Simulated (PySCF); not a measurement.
formic acid (CH2O2), SMILES O=CO. Geometry optimised at PBE-D3(BJ)/def2-TZVP. One conformer was computed; it need not be the lowest.

Computed equilibrium geometry at PBE-D3(BJ)/def2-TZVP (PySCF confirms it by a frequency run) as a Z-matrix, and its point group (one conformer of several):
point group Cs.
```
C
O 1 1.2071
O 1 1.3539 2 125.35
H 3 0.9820 1 106.49 2 0.00
H 1 1.1075 2 125.51 3 180.00
```
Charge 0, spin multiplicity 1.
